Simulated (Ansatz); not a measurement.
Process, species as SMILES: F (HF) → F atom + H atom
B3LYP-D3(BJ)/def2-TZVP geometries, fixed; electronic energies without zero-point terms.

Basis-set convergence of the bond dissociation energy at r2SCAN with Ansatz (an electronic-structure program). Cartesian d functions, on some or all atoms, in 6-31G*, 6-31+G*; all else is spherical. The program fits the integrals of some runs and decomposes those of others, by size. Open shells are unrestricted. No added dispersion term, no relativity. Functions are those of the species that has most. Reference: the value in aug-cc-pV5Z, 138.35 kcal/mol, itself unsure by roughly 0.05 kcal/mol (its mean distance from pcseg-4, aug-pcseg-3, aug-cc-pVQZ). Deviations are taken from unrounded values.

```json
[
 {"basis": "6-31G*", "functions": "17", "bond dissociation energy (kcal/mol)": "127.94"},
 {"basis": "6-31+G*", "functions": "21", "bond dissociation energy (kcal/mol)": "132.46"},
 {"basis": "cc-pVDZ", "functions": "19", "bond dissociation energy (kcal/mol)": "130.74"},
 {"basis": "aug-cc-pVDZ", "functions": "32", "bond dissociation energy (kcal/mol)": "137.24"},
 {"basis": "def2-SVP", "functions": "19", "bond dissociation energy (kcal/mol)": "132.72"},
 {"basis": "def2-SVPD", "functions": "31", "bond dissociation energy (kcal/mol)": "138.68"},
 {"basis": "pcseg-1", "functions": "19", "bond dissociation energy (kcal/mol)": "133.34"},
 {"basis": "aug-pcseg-1", "functions": "32", "bond dissociation energy (kcal/mol)": "137.73"},
 {"basis": "6-311G**", "functions": "24", "bond dissociation energy (kcal/mol)": "134.03"},
 {"basis": "6-311+G**", "functions": "28", "bond dissociation energy (kcal/mol)": "137.16"},
 {"basis": "def2-TZVP", "functions": "37", "bond dissociation energy (kcal/mol)": "136.10"},
 {"basis": "def2-TZVPD", "functions": "49", "bond dissociation energy (kcal/mol)": "137.36"},
 {"basis": "cc-pVTZ", "functions": "44", "bond dissociation energy (kcal/mol)": "136.55"},
 {"basis": "aug-cc-pVTZ", "functions": "69", "bond dissociation energy (kcal/mol)": "138.21"},
 {"basis": "pcseg-2", "functions": "44", "bond dissociation energy (kcal/mol)": "138.01"},
 {"basis": "aug-pcseg-2", "functions": "69", "bond dissociation energy (kcal/mol)": "138.50"},
 {"basis": "def2-TZVPP", "functions": "45", "bond dissociation energy (kcal/mol)": "137.47"},
 {"basis": "def2-TZVPPD", "functions": "57", "bond dissociation energy (kcal/mol)": "138.28"},
 {"basis": "cc-pVQZ", "functions": "85", "bond dissociation energy (kcal/mol)": "137.67"},
 {"basis": "aug-cc-pVQZ", "functions": "126", "bond dissociation energy (kcal/mol)": "138.33"},
 {"basis": "def2-QZVPP", "functions": "87", "bond dissociation energy (kcal/mol)": "138.03"},
 {"basis": "def2-QZVPPD", "functions": "99", "bond dissociation energy (kcal/mol)": "138.29"},
 {"basis": "pcseg-3", "functions": "93", "bond dissociation energy (kcal/mol)": "138.42"},
 {"basis": "aug-pcseg-3", "functions": "134", "bond dissociation energy (kcal/mol)": "138.45"},
 {"basis": "cc-pV5Z", "functions": "146", "bond dissociation energy (kcal/mol)": "138.18"},
 {"basis": "aug-cc-pV5Z", "functions": "207", "bond dissociation energy (kcal/mol)": "138.35"}
]
```

What the diffuse functions change, pair by pair:
- 6-31G* to 6-31+G*: 4 more functions, deviation -10.41 to -5.89 kcal/mol
- cc-pVDZ to aug-cc-pVDZ: 13 more functions, deviation -7.61 to -1.11 kcal/mol
- def2-SVP to def2-SVPD: 12 more functions, deviation -5.62 to 0.33 kcal/mol
- pcseg-1 to aug-pcseg-1: 13 more functions, deviation -5.01 to -0.61 kcal/mol
- 6-311G** to 6-311+G**: 4 more functions, deviation -4.31 to -1.19 kcal/mol
- def2-TZVP to def2-TZVPD: 12 more functions, deviation -2.25 to -0.99 kcal/mol
- cc-pVTZ to aug-cc-pVTZ: 25 more functions, deviation -1.79 to -0.13 kcal/mol
- pcseg-2 to aug-pcseg-2: 25 more functions, deviation -0.34 to 0.15 kcal/mol
- def2-TZVPP to def2-TZVPPD: 12 more functions, deviation -0.87 to -0.07 kcal/mol
- cc-pVQZ to aug-cc-pVQZ: 41 more functions, deviation -0.67 to -0.02 kcal/mol
- def2-QZVPP to def2-QZVPPD: 12 more functions, deviation -0.32 to -0.05 kcal/mol
- pcseg-3 to aug-pcseg-3: 41 more functions, deviation 0.07 to 0.10 kcal/mol
- cc-pV5Z to aug-cc-pV5Z: 61 more functions, deviation -0.17 to 0.00 kcal/mol

Leaving out the reference's own pair, they bring the value nearer the reference by more than 0.05 kcal/mol in 11 of 12 pairs.
